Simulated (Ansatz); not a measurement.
Born–Oppenheimer molecular dynamics of AlH$_{5}$Si (7 atoms, charge 0, multiplicity 1). It starts at the highest image of a converged band, a first-order saddle point between two minima.

Theory: RKS r2SCAN/6-31G (Ansatz).

* ensemble: NVE (velocity Verlet)
* time step: 0.5 fs
* steps asked: 200
* starting velocities drawn for: 100 K
* seed: 3366

Frames 2.5 fs apart, positions in Å.

Velocities at 25.0 fs (Å/ps):

```
Al -1.91 2.62 -1.21
Si 0.56 -1.01 -0.56
H 13.75 -11.55 4.93
H 28.38 -9.74 9.86
H -34.10 5.83 7.46
H 5.20 -2.03 2.31
H 22.14 -24.39 23.51
```

```xyz
7
Properties=species:S:1:pos:R:3 time_fs=25.0 energy_less_start_eV=-0.178 T=375
Al -0.790 -1.114 0.223
Si -0.061 1.093 -0.358
H 0.953 -1.188 1.281
H -0.810 -2.486 -0.631
H -0.625 2.103 -1.376
H 0.429 1.853 0.863
H 1.240 -0.751 0.664
7
Properties=species:S:1:pos:R:3 time_fs=27.5 energy_less_start_eV=-0.227 T=452
Al -0.795 -1.107 0.220
Si -0.060 1.091 -0.360
H 0.988 -1.219 1.295
H -0.734 -2.509 -0.604
H -0.712 2.107 -1.342
H 0.441 1.849 0.865
H 1.296 -0.816 0.725
7
Properties=species:S:1:pos:R:3 time_fs=30.0 energy_less_start_eV=-0.301 T=565
Al -0.800 -1.099 0.215
Si -0.058 1.088 -0.363
H 1.014 -1.265 1.332
H -0.650 -2.525 -0.567
H -0.798 2.089 -1.273
H 0.449 1.845 0.859
H 1.361 -0.875 0.770
7
Properties=species:S:1:pos:R:3 time_fs=32.5 energy_less_start_eV=-0.354 T=648
Al -0.806 -1.090 0.211
Si -0.057 1.085 -0.366
H 1.041 -1.318 1.382
H -0.564 -2.531 -0.521
H -0.885 2.054 -1.179
H 0.453 1.843 0.847
H 1.427 -0.936 0.813
7
Properties=species:S:1:pos:R:3 time_fs=35.0 energy_less_start_eV=-0.397 T=714
Al -0.811 -1.082 0.205
Si -0.055 1.082 -0.369
H 1.085 -1.359 1.417
H -0.480 -2.527 -0.467
H -0.982 2.022 -1.077
H 0.456 1.843 0.833
H 1.477 -1.014 0.878
7
Properties=species:S:1:pos:R:3 time_fs=37.5 energy_less_start_eV=-0.414 T=740
Al -0.815 -1.073 0.199
Si -0.053 1.079 -0.373
H 1.127 -1.407 1.468
H -0.405 -2.518 -0.407
H -1.095 1.998 -0.978
H 0.461 1.848 0.826
H 1.532 -1.089 0.938
7
Properties=species:S:1:pos:R:3 time_fs=40.0 energy_less_start_eV=-0.396 T=713
Al -0.820 -1.065 0.193
Si -0.051 1.075 -0.377
H 1.163 -1.464 1.540
H -0.340 -2.510 -0.346
H -1.212 1.976 -0.879
H 0.469 1.855 0.824
H 1.598 -1.155 0.985
7
Properties=species:S:1:pos:R:3 time_fs=42.5 energy_less_start_eV=-0.364 T=664
Al -0.823 -1.056 0.186
Si -0.050 1.073 -0.381
H 1.219 -1.508 1.597
H -0.290 -2.509 -0.288
H -1.307 1.941 -0.775
H 0.477 1.858 0.825
H 1.649 -1.232 1.055
7
Properties=species:S:1:pos:R:3 time_fs=45.0 energy_less_start_eV=-0.330 T=611
Al -0.826 -1.049 0.180
Si -0.050 1.073 -0.385
H 1.277 -1.554 1.661
H -0.258 -2.514 -0.234
H -1.367 1.887 -0.669
H 0.483 1.853 0.825
H 1.705 -1.307 1.125
7
Properties=species:S:1:pos:R:3 time_fs=47.5 energy_less_start_eV=-0.308 T=576
Al -0.828 -1.043 0.174
Si -0.052 1.074 -0.390
H 1.325 -1.607 1.748
H -0.248 -2.525 -0.183
H -1.392 1.821 -0.568
H 0.489 1.838 0.823
H 1.778 -1.373 1.179
7
Properties=species:S:1:pos:R:3 time_fs=50.0 energy_less_start_eV=-0.286 T=542
Al -0.829 -1.039 0.168
Si -0.055 1.078 -0.395
H 1.393 -1.651 1.817
H -0.262 -2.538 -0.138
H -1.402 1.760 -0.482
H 0.496 1.812 0.822
H 1.835 -1.445 1.257
7
Properties=species:S:1:pos:R:3 time_fs=52.5 energy_less_start_eV=-0.269 T=517
Al -0.829 -1.036 0.163
Si -0.058 1.082 -0.399
H 1.463 -1.694 1.891
H -0.300 -2.553 -0.098
H -1.422 1.722 -0.417
H 0.508 1.778 0.830
H 1.896 -1.517 1.335
```

Of the whole run (100 fs, mean temperature of the second half 592 K): The conserved energy stayed within 0.042 meV per atom of its start (net change 0.018 meV per atom), so the integration is sound. The system heated up, since it started high on the potential surface and ran downhill. A run of 0.1 ps of so small a system gives no equilibrium averages. The orbitals stay closed-shell, which can raise the energy where a bond breaks towards radicals; this wasn't checked here. Limits of this set-up: no polarisation functions.

Run time: 6.5 min on 1 thread of Arm Neoverse V1, with other jobs on the host, peak memory 0.1 GiB.
